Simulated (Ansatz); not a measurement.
# Two structures, one formula

Two relaxed structures of CH3OSi, doublet (PBE0-D4/def2-TZVP; forces vanish, vibrations not checked).

A:

```tsv
atom	x (Å)	y (Å)	z (Å)
C1	-1.0485	-0.4253	-0.0397
O2	0.2651	-1.0046	0.2709
Si3	0.4251	0.6411	0.0697
H4	-1.4544	-0.7797	-0.9850
H5	1.2139	1.0137	-1.1521
H6	-1.7501	-0.4764	0.7896
```

B:

```tsv
atom	x (Å)	y (Å)	z (Å)
C1	-0.9300	-0.5907	-0.0687
O2	0.3411	-1.1688	0.0041
Si3	0.4091	0.5264	0.1673
H4	-1.6968	-1.0382	-0.6872
H5	1.1383	1.2124	-0.9204
H6	0.7383	1.0590	1.5048
```

Ansatz 0.2.0; basis: def2-TZVPP; cores frozen in the correlated methods; orbitals are unrestricted. B3LYP uses VWN-RPA correlation.

(1) Which structure is lower at CCSD(T), and by how much? (Judge from chemistry; the value comes from the calculation.)

No T1 diagnostic of these runs exceeds 0.021. ⟨S²⟩ of the unrestricted Hartree–Fock references: 0.76 to 0.77 (a pure state has 0.75).

## Answers

(1) Computed: A, by 0.406 eV (electronic energy, against the other). By their contacts, A is CH₃OSi ([CH2]1[O][SiH]1) and B is CH₃OSi ([CH]1[O][SiH2]1).

All methods give the same order:

| method | E(B) − E(A) (eV) |
| --- | --- |
| PBE-D4 | 0.491 |
| r2SCAN-D4 | 0.398 |
| PBE0-D4 | 0.448 |
| B3LYP-D4 | 0.401 |
| wB97M-V | 0.371 |
| HF | 0.242 |
| MP2 | 0.490 |
| CCSD | 0.380 |
| CCSD(T) | 0.406 |

Labels in which every atom is bracketed show which atoms are joined, not bond orders.

For scale, one of the runs: CCSD(T)/def2-TZVPP, 146 basis functions, launched by `ansatz run in.yaml --threads 2 --pin off --events-out ev --progress --plain --max-ram 4352MiB`. Time: 60 s of wall clock on 2 CPU threads of an Arm Neoverse V1; the host was shared. Peak host memory: 2 GiB.
